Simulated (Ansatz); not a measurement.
in.yaml

```yaml
crystal:
  periodic: [false, false, false]
  atoms:
    - {symbol: O, position_ang: [0.000000, 0.000000, 0.000000]}
    - {symbol: O, position_ang: [0.000000, 0.000000, 1.245956]}
basis:
  gaussian: {orbitals: STO-3G}
magnetization: {spin_polarized: false, initial_magnetization: 2}
correlation: {method: fci, electrons: outside_noble_gas}
```

```sh
$ ansatz run in.yaml --threads 1 --pin off --events-out ev --progress --plain --max-ram 4160MiB --backend cpu
```

Problem. Roughly how long does this take on 1 thread of AMD EPYC 7R13, shared host, and how much host memory?

Solution. 0.12 s wall and 0.09 GiB.

```
149 factors; integrals over basis functions are off by at most 3.6e-8 eV
mean field evaluation 1: about -4017.0461 eV, gradient 5.9e0 eV
mean field evaluation 2: about -4017.1383 eV, gradient 6.1e0 eV
mean field evaluation 4: about -4017.2345 eV, gradient 1.5e-1 eV
mean field evaluation 8: about -4017.2344 eV, gradient 1.5e-5 eV
mean field evaluation 16: about -4017.4111 eV, gradient 4.6e-4 eV
mean field evaluation 32: about -4017.2344 eV, gradient 2.4e-6 eV
mean field -4017.41105831 eV, -147.6371332938 hartree, gradient 5.9e-6 eV, S^2 2.000000; 2 other end points of the search recorded, 0 dependent functions left out
2 core orbitals not correlated: weight in the atoms' cores, before any rotation towards them, 1.000 or more for the frozen orbitals, at most 0.000 for the correlated occupied ones
reference -4017.23438695 eV, -147.6306407410 hartree; 7, 5 occupied and 1, 3 virtual orbitals, 149 factors
state -4020.55215512 eV, -147.7525664726 hartree
Total energy: -4020.55215512 eV, -147.7525664726 hartree
```
